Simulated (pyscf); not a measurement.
7 gas-phase steps of one pattern: four-centre exchange on the singlet surface, Al–C + H–H or B–C + H–H or C–Ga + H–H or C–In + H–H broken and Al–H + C–H or B–H + C–H or C–H + Ga–H or C–H + H–In formed. Optimised with ωB97X-D3(BJ)/def2-SVP in PySCF. Electronic energies in kcal/mol, from the separated reactants; ΔE‡ at ωB97M-D3(BJ)/def2-TZVP, beside the barrier at PBE/def2-TZVP on the same structures. Rows were drawn at random from the steps of this pattern with a verified saddle, stable references and no exit in the data more than 5 kcal/mol lower.

```tsv
row	step	ΔE‡(PBE)	ΔE‡
1	H₃C–InH₂ + H₂ → CH₄ + InH₃	28.2	34.0
2	H₃C–Ga(OH)–OH + H₂ -> HO–GaH–OH + CH₄	42.6	47.5
3	H₃C–Al(CH₃)–F + H₂ -> CH₄ + H₃C–AlH–F	24.2	?
4	H₃C–B(CH₃)–CH₃ + H₂ → CH₄ + H₃C–BH–CH₃	19.0	24.7
5	H₃C–BH–CH₃ + H₂ → H₂B–CH₃ + CH₄	13.7	20.1
6	H₃C–BH–Cl + H₂ → H₂B–Cl + CH₄	20.1	26.1
7	H₂C=CH–BH–NH₂ + H₂ → H₂B–NH₂ + H₂C=CH₂	40.9	47.8
```

Task: From a straight line through the complete rows, estimate the missing barrier and say how far the line can be trusted.

Result: Over the 6 complete rows the means are +27.4 (ΔE‡(PBE)) and 33.4 (ΔE‡); least squares gives b = 0.99 and a = 6.2 kcal/mol, with residuals of 0.6 kcal/mol (root mean square; largest 1.1, row 7). For row 3: 6.2 + 0.99 × (+24.2) = 30.2 kcal/mol. The computed barrier is 29.6 kcal/mol, 0.6 under the line. The line follows the complete rows closely. Each barrier is that of the saddle found. Elements up to Kr have no core potential and no relativistic terms here. Elements past Kr carry the def2 core potentials, without spin-orbit coupling.
